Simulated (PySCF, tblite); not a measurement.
# C₃H₆O: protonation, NMR shifts, part 2 of 3

tblite 0.8.0 and PySCF 2.14.0. Atoms count from 0. The steps go on from the part before.

### 13 Single point (C₃H₇O+): wB97X-D3(BJ)/def2-TZVP in toluene

Geometry: PBE0-D3(BJ)/def2-SVP.

Job settings and geometry (Å):

```
{"job": {"kind": "sp", "xc": "wB97X", "basis": "def2-TZVP", "d3": "d3bj", "grid": 2, "solvent": "toluene"}, "charge": 1, "multiplicity": 1}
C     -1.213439    -0.228395     0.223709
C      0.016815     0.345967    -0.370835
C      1.358281    -0.162759    -0.105930
O      0.959670     1.091413     0.587472
H     -1.015391    -0.823090     1.127896
H     -1.653792    -0.903327    -0.529207
H     -1.957654     0.553402     0.432162
H     -0.098553     0.996052    -1.244890
H      1.490470    -1.010936     0.573995
H      2.179258     0.039481    -0.799037
H      0.728981     0.948636     1.528085
```

Output:

```text
final grid: 82440 points
cycle   1  E = -193.6391747670  dE = -2.359e-04  |g| = 7.825e-03  |ddm| = 9.276e-02
cycle   2  E = -193.6391905115  dE = -1.574e-05  |g| = 4.141e-03  |ddm| = 2.060e-02
cycle   3  E = -193.6391939882  dE = -3.477e-06  |g| = 1.513e-03  |ddm| = 3.996e-03
cycle   4  E = -193.6391944979  dE = -5.097e-07  |g| = 6.254e-04  |ddm| = 2.288e-03
cycle   5  E = -193.6391945958  dE = -9.782e-08  |g| = 1.509e-04  |ddm| = 1.083e-03
cycle   6  E = -193.6391946016  dE = -5.897e-09  |g| = 2.254e-05  |ddm| = 1.683e-04
converged SCF energy = -193.6391946016
```

It took 4.6 s on 1 thread of Arm Neoverse V1, shared host; peak memory 0.64 GiB.

### 14 Protonation: wB97X-D3(BJ)/def2-TZVP

This step combines the energies above: geometries from PBE0-D3(BJ)/def2-SVP, zero-point and thermal terms from PBE0-D3(BJ)/def2-SVP.

Job settings and geometry (Å):

```
{"job": {"kind": "pa", "geom": {"xc": "PBE0", "basis": "def2-SVP", "d3": "d3bj", "grid": 1}, "hess": 1, "level": {"xc": "wB97X", "basis": "def2-TZVP", "d3": "d3bj", "solvents": ["toluene"]}}, "charge": 0, "multiplicity": 1}
C     -1.209217    -0.207952     0.234831
C      0.027013     0.409143    -0.347826
C      1.366401    -0.119615    -0.084256
O      0.905826     1.050358     0.553527
H     -0.972301    -0.739703     1.167707
H     -1.662981    -0.919544    -0.472185
H     -1.957733     0.566214     0.463518
H     -0.119044     0.956025    -1.291547
H      1.477136    -1.003220     0.558889
H      2.166860     0.019311    -0.822919
```

Output (the driver's rows laid out field by field):

```text
protonation site by site, wB97X-D3(BJ)/def2-TZVP // PBE0-D3(BJ)/def2-SVP

row 1
  formula                 C3H7O
  charge                  1
  multiplicity            1
  smiles                  C[C@@H]1C[OH+]1
  kept                    yes
  pieces                  1
  point_group             C1
  atom                    3
  element                 O
  electronic              831.67
  enthalpy                804.34
  free_energy             772.94
  solution                toluene 923.06
  share_gas               1.0
  share_solution          toluene 1.0
```

Run time: 3.1 min. Hardware: 1 thread of Arm Neoverse V1, shared host; peak memory 0.64 GiB.

Energy given off on adding a proton (kJ/mol, gas phase, 298 K for the thermal columns):

```csv
site,product,electronic,enthalpy,free energy
O3,C[C@@H]1C[OH+]1,831.7,804.3,772.9
```

Free energies in a continuum (kJ/mol, same sign; the bare proton is left unsolvated, so these are no solution acidities or basicities): toluene: O3 923.1.

### 15 NMR shifts: GIAO PBE0/pcSseg-1

Settings changed since step 14:

```diff
@@ -1,2 +1,2 @@
-{"job": {"kind": "pa", "geom": {"xc": "PBE0", "basis": "def2-SVP", "d3": "d3bj", "grid": 1}, "hess": 1, "level": {"xc": "wB97X", "basis": "def2-TZVP", "d3": "d3bj", "solvents": ["toluene"]}}, "charge": 0, "multiplicity": 1}
+{"job": {"kind": "nmr", "xc": "PBE0", "basis": "pcSseg-1", "pop": false}, "charge": 0, "multiplicity": 1}
 C     -1.209217    -0.207952     0.234831
```

With the program's defaults for keys left out, this is: GIAO PBE0/pcSseg-1 NMR shielding, non-relativistic, gas phase.

Output:

```text
coarse grid: 8064 points
cycle   1  E = -192.7681888753  dE =  5.014e-01  |g| = 5.517e-01  |ddm| = 2.638e+00
cycle   2  E = -192.6838213889  dE =  8.437e-02  |g| = 8.821e-01  |ddm| = 1.044e+00
cycle   3  E = -192.8277743925  dE = -1.440e-01  |g| = 8.177e-02  |ddm| = 6.800e-01
cycle   4  E = -192.8290277470  dE = -1.253e-03  |g| = 2.944e-02  |ddm| = 6.722e-02
cycle   5  E = -192.8292301447  dE = -2.024e-04  |g| = 4.427e-03  |ddm| = 2.351e-02
cycle   6  E = -192.8292337508  dE = -3.606e-06  |g| = 1.617e-03  |ddm| = 4.116e-03
final grid: 77064 points
cycle   7  E = -192.8635490843  dE = -1.252e-05  |g| = 1.075e-02  |ddm| = 1.785e-02
cycle   8  E = -192.8635165045  dE =  3.258e-05  |g| = 1.714e-02  |ddm| = 1.616e-02
cycle   9  E = -192.8635711155  dE = -5.461e-05  |g| = 1.328e-03  |ddm| = 1.029e-02
cycle  10  E = -192.8635714982  dE = -3.826e-07  |g| = 1.242e-04  |ddm| = 1.041e-03
cycle  11  E = -192.8635715009  dE = -2.775e-09  |g| = 6.270e-05  |ddm| = 1.498e-04
cycle  12  E = -192.8635715018  dE = -8.646e-10  |g| = 1.575e-05  |ddm| = 5.366e-05
converged SCF energy = -192.8635715018

GIAO shielding tensors (ppm)
atom      isotropic    diamagn.    paramagn.     s11        s22        s33       span
  0 C      164.298     246.749     -82.451    144.629    160.532    187.732     43.102
  1 C      138.695     248.347    -109.653     84.275    149.110    182.699     98.424
  2 C      138.027     251.389    -113.362     95.782    143.080    175.218     79.436
  3 O      313.719     395.720     -82.001    149.245    370.388    421.526    272.281
  4 H       30.767      29.498       1.268     26.374     28.810     37.116     10.742
  5 H       29.904      28.840       1.064     25.985     27.294     36.434     10.449
  6 H       29.494      28.497       0.997     25.661     27.248     35.574      9.913
  7 H       28.744      29.826      -1.082     22.040     27.040     37.153     15.113
  8 H       29.165      30.147      -0.981     23.912     27.704     35.879     11.967
  9 H       28.788      29.149      -0.361     23.502     26.083     36.778     13.277
```

Wall time 3.8 s (1 thread of Arm Neoverse V1, shared host).

Shifts follow as δ = σ(reference) − σ, with reference shieldings (ppm) from runs at the same level and on the same kind of geometry: $^{1}$H TMS 31.27, $^{13}$C TMS 184.4, $^{17}$O H2O 334.6. The references are single molecules in the gas phase, so shifts against H2O, NH3, PH3, H3PO4 or CFCl3 are not on the usual liquid scales and can be off by tens of ppm. Atoms listed in one row are averaged.

```
     atoms                         environment  σ (ppm)  δ (ppm)  δ scaled to CDCl3
        C2                 epoxide ring carbon    138.0     46.4               44.5
        C1                 epoxide ring carbon    138.7     45.7               43.9
        C0                       methyl carbon    164.3     20.1               19.0
        H7  hydrogen on an epoxide ring carbon    28.74     2.52               2.61
        H9  hydrogen on an epoxide ring carbon    28.79     2.48               2.57
        H8  hydrogen on an epoxide ring carbon    29.17     2.10               2.21
H4, H5, H6         hydrogen on a methyl carbon    30.05     1.21               1.36
        O3                        ether oxygen    313.7     20.8                  –
```

The scaled column applies a straight-line fit of computed shieldings to shifts measured in CDCl3 (root-mean-square error 0.21 ppm for H, 2.0 ppm for C).

Ring of atoms C1, C2, O3: NICS(0) -46.8, NICS(1) -6.2, NICS(1)zz -21.7 ppm (means of both faces).

In rings of three or four atoms NICS is ruled by the nearby σ bonds, so it says little on aromaticity.

### 16 NMR shifts (C₃H₇O+): GIAO PBE0/pcSseg-1

Job settings and geometry (Å):

```
{"job": {"kind": "nmr", "xc": "PBE0", "basis": "pcSseg-1", "pop": false}, "charge": 1, "multiplicity": 1}
C     -1.213439    -0.228395     0.223709
C      0.016815     0.345967    -0.370835
C      1.358281    -0.162759    -0.105930
O      0.959670     1.091413     0.587472
H     -1.015391    -0.823090     1.127896
H     -1.653792    -0.903327    -0.529207
H     -1.957654     0.553402     0.432162
H     -0.098553     0.996052    -1.244890
H      1.490470    -1.010936     0.573995
H      2.179258     0.039481    -0.799037
H      0.728981     0.948636     1.528085
```

Level: GIAO PBE0/pcSseg-1 NMR shielding, non-relativistic, gas phase.

Output:

```text
coarse grid: 8688 points
cycle   1  E = -193.1079491546  dE =  7.273e-01  |g| = 3.866e-01  |ddm| = 2.686e+00
cycle   2  E = -193.1053398185  dE =  2.609e-03  |g| = 4.197e-01  |ddm| = 5.962e-01
cycle   3  E = -193.1374611878  dE = -3.212e-02  |g| = 1.012e-01  |ddm| = 2.674e-01
cycle   4  E = -193.1392094671  dE = -1.748e-03  |g| = 3.018e-02  |ddm| = 6.739e-02
cycle   5  E = -193.1393886799  dE = -1.792e-04  |g| = 5.022e-03  |ddm| = 2.206e-02
cycle   6  E = -193.1393941133  dE = -5.433e-06  |g| = 7.030e-04  |ddm| = 4.674e-03
final grid: 82440 points
cycle   7  E = -193.1729730129  dE = -1.716e-05  |g| = 1.086e-02  |ddm| = 2.014e-02
cycle   8  E = -193.1729380095  dE =  3.500e-05  |g| = 1.768e-02  |ddm| = 1.475e-02
cycle   9  E = -193.1729960057  dE = -5.800e-05  |g| = 1.476e-03  |ddm| = 9.109e-03
cycle  10  E = -193.1729964726  dE = -4.669e-07  |g| = 1.072e-04  |ddm| = 9.515e-04
cycle  11  E = -193.1729964748  dE = -2.203e-09  |g| = 3.439e-05  |ddm| = 1.060e-04
cycle  12  E = -193.1729964750  dE = -2.198e-10  |g| = 1.531e-05  |ddm| = 3.467e-05
converged SCF energy = -193.1729964750

GIAO shielding tensors (ppm)
atom      isotropic    diamagn.    paramagn.     s11        s22        s33       span
  0 C      165.969     248.381     -82.412    148.315    161.798    187.793     39.479
  1 C       95.449     254.409    -158.960     16.121    115.621    154.606    138.485
  2 C      111.329     253.503    -142.174     62.761    121.699    149.527     86.766
  3 O      317.848     391.748     -73.900    201.925    298.860    452.759    250.834
  4 H       29.869      29.285       0.584     25.369     27.945     36.293     10.923
  5 H       28.305      27.187       1.119     24.360     25.032     35.524     11.164
  6 H       28.261      27.450       0.812     24.095     25.819     34.870     10.775
  7 H       26.003      28.885      -2.881     21.086     24.773     32.151     11.065
  8 H       26.618      28.959      -2.341     23.176     25.110     31.566      8.390
  9 H       26.296      27.181      -0.884     22.370     23.517     33.003     10.633
 10 H       28.597      30.115      -1.518     19.943     21.727     44.120     24.178
```

It took 4.4 s on 1 thread of Arm Neoverse V1, shared host; peak memory 0.52 GiB.

Shifts follow as δ = σ(reference) − σ, with reference shieldings (ppm) from runs at the same level and on the same kind of geometry: $^{1}$H TMS 31.27, $^{13}$C TMS 184.4, $^{17}$O H2O 334.6. The references are single molecules in the gas phase, so shifts against H2O, NH3, PH3, H3PO4 or CFCl3 are not on the usual liquid scales and can be off by tens of ppm. Atoms listed in one row are averaged.

```
     atoms                                                environment  σ (ppm)  δ (ppm)
        C1                                        epoxide ring carbon     95.4     89.0
        C2                                        epoxide ring carbon    111.3     73.1
        C0                                              methyl carbon    166.0     18.4
        H7                         hydrogen on an epoxide ring carbon    26.00     5.26
        H9                         hydrogen on an epoxide ring carbon    26.30     4.97
        H8                         hydrogen on an epoxide ring carbon    26.62     4.65
       H10  hydrogen on an oxygen bonded to 2 C, in a 3-membered ring    28.60     2.67
H4, H5, H6                                hydrogen on a methyl carbon    28.81     2.46
        O3              oxygen bonded to 2 C, H, in a 3-membered ring    317.8     16.7
```

Ring of atoms C1, C2, O3: NICS(0) -40.9, NICS(1) -5.4, NICS(1)zz -16.7 ppm (means of both faces).

In rings of three or four atoms NICS is ruled by the nearby σ bonds, so it says little on aromaticity.

### 17 Spectra of the species

Job settings and geometry (Å):

```
{"job": {"kind": "pa", "geom": {"xc": "PBE0", "basis": "def2-SVP", "d3": "d3bj", "grid": 1}, "hess": 1, "level": {"xc": "wB97X", "basis": "def2-TZVP", "d3": "d3bj", "solvents": ["toluene"]}, "spectra": true}, "charge": 0, "multiplicity": 1}
C     -1.209217    -0.207952     0.234831
C      0.027013     0.409143    -0.347826
C      1.366401    -0.119615    -0.084256
O      0.905826     1.050358     0.553527
H     -0.972301    -0.739703     1.167707
H     -1.662981    -0.919544    -0.472185
H     -1.957733     0.566214     0.463518
H     -0.119044     0.956025    -1.291547
H      1.477136    -1.003220     0.558889
H      2.166860     0.019311    -0.822919
```

Output:

```text
nmr C[C@@H]1CO1 +0: GIAO PBE0/pcSseg-1 NMR shielding, non-relativistic, gas phase
nmr C[C@@H]1C[OH+]1 +1: GIAO PBE0/pcSseg-1 NMR shielding, non-relativistic, gas phase
```

It took 8.3 s on 1 thread of Arm Neoverse V1, shared host; peak memory 0.52 GiB.

This step only lists the spectra that were run on the species above.

### 18 Single point (C3H6O): CAM-B3LYP-D3(BJ)/def2-SVP

Geometry: PBE0-D3(BJ)/def2-SVP.

Settings changed since step 17:

```diff
@@ -1,2 +1,2 @@
-{"job": {"kind": "pa", "geom": {"xc": "PBE0", "basis": "def2-SVP", "d3": "d3bj", "grid": 1}, "hess": 1, "level": {"xc": "wB97X", "basis": "def2-TZVP", "d3": "d3bj", "solvents": ["toluene"]}, "spectra": true}, "charge": 0, "multiplicity": 1}
+{"job": {"kind": "sp", "xc": "CAM-B3LYP", "basis": "def2-SVP", "d3": "d3bj", "grid": 2}, "charge": 0, "multiplicity": 1}
 C     -1.209217    -0.207952     0.234831
```

Output:

```text
coarse grid: 8064 points
cycle   1  E = -192.7536653019  dE =  5.857e-01  |g| = 6.029e-01  |ddm| = 3.051e+00
cycle   2  E = -192.7013015790  dE =  5.236e-02  |g| = 8.279e-01  |ddm| = 1.211e+00
cycle   3  E = -192.8274349664  dE = -1.261e-01  |g| = 4.692e-02  |ddm| = 7.061e-01
cycle   4  E = -192.8278371659  dE = -4.022e-04  |g| = 1.979e-02  |ddm| = 5.030e-02
cycle   5  E = -192.8279329462  dE = -9.578e-05  |g| = 4.348e-03  |ddm| = 2.183e-02
cycle   6  E = -192.8279377640  dE = -4.818e-06  |g| = 6.409e-04  |ddm| = 5.102e-03
final grid: 77064 points
cycle   7  E = -192.8703240069  dE = -1.945e-05  |g| = 2.841e-03  |ddm| = 1.350e-02
cycle   8  E = -192.8703238574  dE =  1.495e-07  |g| = 3.165e-03  |ddm| = 4.862e-03
cycle   9  E = -192.8703259378  dE = -2.080e-06  |g| = 4.359e-04  |ddm| = 2.534e-03
cycle  10  E = -192.8703259725  dE = -3.466e-08  |g| = 1.287e-04  |ddm| = 4.482e-04
cycle  11  E = -192.8703259760  dE = -3.511e-09  |g| = 2.320e-05  |ddm| = 1.520e-04
converged SCF energy = -192.8703259760
```

Wall time 1.8 s (1 thread of Arm Neoverse V1, shared host).

### 19 Single point (C₃H₇O+): CAM-B3LYP-D3(BJ)/def2-SVP

Geometry: PBE0-D3(BJ)/def2-SVP.

Job settings and geometry (Å):

```
{"job": {"kind": "sp", "xc": "CAM-B3LYP", "basis": "def2-SVP", "d3": "d3bj", "grid": 2}, "charge": 1, "multiplicity": 1}
C     -1.213439    -0.228395     0.223709
C      0.016815     0.345967    -0.370835
C      1.358281    -0.162759    -0.105930
O      0.959670     1.091413     0.587472
H     -1.015391    -0.823090     1.127896
H     -1.653792    -0.903327    -0.529207
H     -1.957654     0.553402     0.432162
H     -0.098553     0.996052    -1.244890
H      1.490470    -1.010936     0.573995
H      2.179258     0.039481    -0.799037
H      0.728981     0.948636     1.528085
```

Output:

```text
coarse grid: 8688 points
cycle   1  E = -193.0965974796  dE =  8.199e-01  |g| = 4.403e-01  |ddm| = 3.092e+00
cycle   2  E = -193.1069961399  dE = -1.040e-02  |g| = 4.216e-01  |ddm| = 7.201e-01
cycle   3  E = -193.1405204564  dE = -3.352e-02  |g| = 9.255e-02  |ddm| = 3.197e-01
cycle   4  E = -193.1419807714  dE = -1.460e-03  |g| = 2.720e-02  |ddm| = 7.641e-02
cycle   5  E = -193.1421321393  dE = -1.514e-04  |g| = 4.678e-03  |ddm| = 2.720e-02
cycle   6  E = -193.1421376008  dE = -5.462e-06  |g| = 7.082e-04  |ddm| = 6.437e-03
final grid: 82440 points
cycle   7  E = -193.1837743990  dE = -2.554e-05  |g| = 3.396e-03  |ddm| = 1.526e-02
cycle   8  E = -193.1837746469  dE = -2.479e-07  |g| = 3.512e-03  |ddm| = 5.461e-03
cycle   9  E = -193.1837772464  dE = -2.599e-06  |g| = 6.308e-04  |ddm| = 2.659e-03
cycle  10  E = -193.1837773178  dE = -7.142e-08  |g| = 1.430e-04  |ddm| = 5.151e-04
cycle  11  E = -193.1837773223  dE = -4.514e-09  |g| = 1.587e-05  |ddm| = 1.287e-04
converged SCF energy = -193.1837773223
```

Run time: 2.1 s. Hardware: 1 thread of Arm Neoverse V1, shared host.

### 20 Protonation: CAM-B3LYP-D3(BJ)/def2-SVP

This step combines the energies above: geometries from PBE0-D3(BJ)/def2-SVP, zero-point and thermal terms from PBE0-D3(BJ)/def2-SVP.

Job settings and geometry (Å):

```
{"job": {"kind": "pa", "geom": {"xc": "PBE0", "basis": "def2-SVP", "d3": "d3bj", "grid": 1}, "hess": 1, "level": {"xc": "CAM-B3LYP", "basis": "def2-SVP", "d3": "d3bj"}}, "charge": 0, "multiplicity": 1}
C     -1.209217    -0.207952     0.234831
C      0.027013     0.409143    -0.347826
C      1.366401    -0.119615    -0.084256
O      0.905826     1.050358     0.553527
H     -0.972301    -0.739703     1.167707
H     -1.662981    -0.919544    -0.472185
H     -1.957733     0.566214     0.463518
H     -0.119044     0.956025    -1.291547
H      1.477136    -1.003220     0.558889
H      2.166860     0.019311    -0.822919
```

Output (the driver's rows laid out field by field):

```text
protonation site by site, CAM-B3LYP-D3(BJ)/def2-SVP // PBE0-D3(BJ)/def2-SVP

row 1
  formula                 C3H7O
  charge                  1
  multiplicity            1
  smiles                  C[C@@H]1C[OH+]1
  kept                    yes
  pieces                  1
  point_group             C1
  atom                    3
  element                 O
  electronic              822.97
  enthalpy                795.63
  free_energy             764.24
  share_gas               1.0
```

Wall time 3.9 s (1 thread of Arm Neoverse V1, shared host).

Energy given off on adding a proton (kJ/mol, gas phase, 298 K for the thermal columns):

```
site          product  electronic  enthalpy  free energy
  O3  C[C@@H]1C[OH+]1       823.0     795.6        764.2
```

### 21 Single point (C₃H₆O): BP86-D3(BJ)/6-31G

Geometry: PBE0-D3(BJ)/def2-SVP.

Settings changed since step 20:

```diff
@@ -1,2 +1,2 @@
-{"job": {"kind": "pa", "geom": {"xc": "PBE0", "basis": "def2-SVP", "d3": "d3bj", "grid": 1}, "hess": 1, "level": {"xc": "CAM-B3LYP", "basis": "def2-SVP", "d3": "d3bj"}}, "charge": 0, "multiplicity": 1}
+{"job": {"kind": "sp", "xc": "BP86", "basis": "6-31G", "d3": "d3bj", "grid": 4}, "charge": 0, "multiplicity": 1}
 C     -1.209217    -0.207952     0.234831
```

Output:

```text
coarse grid: 8064 points
cycle   1  E = -193.0000780919  dE =  4.722e-01  |g| = 6.385e-01  |ddm| = 2.864e+00
cycle   2  E = -192.6872356220  dE =  3.128e-01  |g| = 1.379e+00  |ddm| = 2.469e+00
cycle   3  E = -193.0840180935  dE = -3.968e-01  |g| = 1.852e-01  |ddm| = 1.899e+00
cycle   4  E = -193.0919989970  dE = -7.981e-03  |g| = 4.257e-02  |ddm| = 2.035e-01
cycle   5  E = -193.0924378293  dE = -4.388e-04  |g| = 8.095e-03  |ddm| = 4.880e-02
cycle   6  E = -193.0924519346  dE = -1.411e-05  |g| = 4.037e-03  |ddm| = 1.173e-02
cycle   7  E = -193.0924562271  dE = -4.293e-06  |g| = 4.887e-04  |ddm| = 4.692e-03
final grid: 208336 points
cycle   8  E = -193.0469785261  dE = -3.632e-06  |g| = 8.257e-03  |ddm| = 1.574e-02
cycle   9  E = -193.0469287496  dE =  4.978e-05  |g| = 1.762e-02  |ddm| = 2.083e-02
cycle  10  E = -193.0469918666  dE = -6.312e-05  |g| = 1.832e-03  |ddm| = 1.593e-02
cycle  11  E = -193.0469927010  dE = -8.344e-07  |g| = 1.460e-04  |ddm| = 1.961e-03
cycle  12  E = -193.0469927071  dE = -6.098e-09  |g| = 3.495e-05  |ddm| = 2.789e-04
converged SCF energy = -193.0469927071
```

It took 3.7 s on 1 thread of Arm Neoverse V1, shared host.

### 22 Single point (C₃H₇O+): BP86-D3(BJ)/6-31G

Geometry: PBE0-D3(BJ)/def2-SVP.

Job settings and geometry (Å):

```
{"job": {"kind": "sp", "xc": "BP86", "basis": "6-31G", "d3": "d3bj", "grid": 4}, "charge": 1, "multiplicity": 1}
C     -1.213439    -0.228395     0.223709
C      0.016815     0.345967    -0.370835
C      1.358281    -0.162759    -0.105930
O      0.959670     1.091413     0.587472
H     -1.015391    -0.823090     1.127896
H     -1.653792    -0.903327    -0.529207
H     -1.957654     0.553402     0.432162
H     -0.098553     0.996052    -1.244890
H      1.490470    -1.010936     0.573995
H      2.179258     0.039481    -0.799037
H      0.728981     0.948636     1.528085
```

Output:

```text
coarse grid: 8688 points
cycle   1  E = -193.3735301162  dE =  6.611e-01  |g| = 4.095e-01  |ddm| = 2.850e+00
cycle   2  E = -193.3219392911  dE =  5.159e-02  |g| = 6.584e-01  |ddm| = 9.923e-01
cycle   3  E = -193.4085931700  dE = -8.665e-02  |g| = 1.573e-01  |ddm| = 5.465e-01
cycle   4  E = -193.4140140209  dE = -5.421e-03  |g| = 4.051e-02  |ddm| = 1.637e-01
cycle   5  E = -193.4143913039  dE = -3.773e-04  |g| = 5.306e-03  |ddm| = 3.619e-02
cycle   6  E = -193.4144000044  dE = -8.701e-06  |g| = 1.745e-03  |ddm| = 8.292e-03
final grid: 224040 points
cycle   7  E = -193.3675967365  dE = -5.443e-06  |g| = 9.520e-03  |ddm| = 1.774e-02
cycle   8  E = -193.3675167465  dE =  7.999e-05  |g| = 2.185e-02  |ddm| = 2.326e-02
cycle   9  E = -193.3676158924  dE = -9.915e-05  |g| = 1.986e-03  |ddm| = 1.618e-02
cycle  10  E = -193.3676168762  dE = -9.838e-07  |g| = 1.787e-04  |ddm| = 1.732e-03
cycle  11  E = -193.3676168969  dE = -2.073e-08  |g| = 7.980e-05  |ddm| = 2.791e-04
cycle  12  E = -193.3676168852  dE =  1.171e-08  |g| = 1.021e-05  |ddm| = 8.042e-05
cycle  13  E = -193.3676168853  dE = -3.115e-11  |g| = 2.476e-06  |ddm| = 1.588e-05
converged SCF energy = -193.3676168853
```

Wall time 4.9 s (1 thread of Arm Neoverse V1, shared host).

### 23 Single point (C3H6O): BP86-D3(BJ)/6-31G in diethylether

Geometry: PBE0-D3(BJ)/def2-SVP.

Job settings and geometry (Å):

```
{"job": {"kind": "sp", "xc": "BP86", "basis": "6-31G", "d3": "d3bj", "grid": 4, "solvent": "diethylether"}, "charge": 0, "multiplicity": 1}
C     -1.209217    -0.207952     0.234831
C      0.027013     0.409143    -0.347826
C      1.366401    -0.119615    -0.084256
O      0.905826     1.050358     0.553527
H     -0.972301    -0.739703     1.167707
H     -1.662981    -0.919544    -0.472185
H     -1.957733     0.566214     0.463518
H     -0.119044     0.956025    -1.291547
H      1.477136    -1.003220     0.558889
H      2.166860     0.019311    -0.822919
```

Output:

```text
final grid: 208336 points
cycle   1  E = -193.0508883164  dE = -2.510e-05  |g| = 4.196e-02  |ddm| = 1.544e-01
cycle   2  E = -193.0495041136  dE =  1.384e-03  |g| = 9.561e-02  |ddm| = 1.329e-01
cycle   3  E = -193.0512614341  dE = -1.757e-03  |g| = 4.459e-03  |ddm| = 8.287e-02
cycle   4  E = -193.0512664603  dE = -5.026e-06  |g| = 1.315e-03  |ddm| = 6.248e-03
cycle   5  E = -193.0512669928  dE = -5.325e-07  |g| = 9.183e-05  |ddm| = 1.500e-03
cycle   6  E = -193.0512669643  dE =  2.843e-08  |g| = 5.184e-05  |ddm| = 1.505e-04
cycle   7  E = -193.0512669650  dE = -7.125e-10  |g| = 4.603e-06  |ddm| = 5.659e-05
converged SCF energy = -193.0512669650
```

Run time: 3 s. Hardware: 1 thread of Arm Neoverse V1, shared host; peak memory 0.55 GiB.

(Part 2 of 3 ends here.)
